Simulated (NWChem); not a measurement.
System: fluorine (F$_{2}$); SMILES FF

Input file for NWChem:

```
start job
memory heap 200 mb stack 900 mb global 1100 mb
geometry units angstroms noautosym nocenter noautoz
  F      0.000000     0.000000     0.687796
  F      0.000000     0.000000    -0.687796
end
basis spherical
  * library 6-31g*
end
dft
  xc m05-2x
  iterations 150
end
cosmo
  do_cosmo_smd true
  solvent benzene
end
task dft energy
```

Geometry: optimised at PBE0-D3(BJ)/def2-TZVP. Solvent: benzene.

Level: M05-2X/6-31G* with SMD (1 M gas to 1 M solution), gas-phase geometry.

Q: Predict the main results of this run. (M05-2X/6-31G* (spherical d), SMD on the gas-phase geometry.) Quantities: solvation free energy (kcal/mol); cavity-dispersion-structure term (kcal/mol).

A: 
- solvation free energy (kcal/mol): 0.5
- cavity-dispersion-structure term (kcal/mol): 0.6
